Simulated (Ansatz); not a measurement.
O$_{2}$P, SMILES `[O]P=O` radical, relaxed with UKS PBE-D4/def2-SVP in the Gaussian-basis code of Ansatz from a rough embedded geometry. The force threshold is 0.03 eV/Å; the program also tests the step.

Charge 0, multiplicity 2.

Start:

```xyz
3

O     1.129   -0.647   -0.147
P    -0.226   -0.144   -0.377
O    -0.903    0.791    0.524
```

Question: By how much does the energy fall, and how many steps does the optimiser take? (Best estimate.)

Answer: Computed: 5.47 kcal/mol, in 4 steps.

Question: Which bonds change most? (Best estimate.)

Answer: The calculation gave: O1–P2 from 1.464 to 1.510 Å; P2–O3 from 1.464 to 1.510 Å.

Question: Give the relaxed structure. (Best estimate.)

Answer: Computed: 
```xyz
3

O     1.190   -0.711   -0.198
P    -0.195   -0.124   -0.325
O    -0.995    0.835    0.524
```
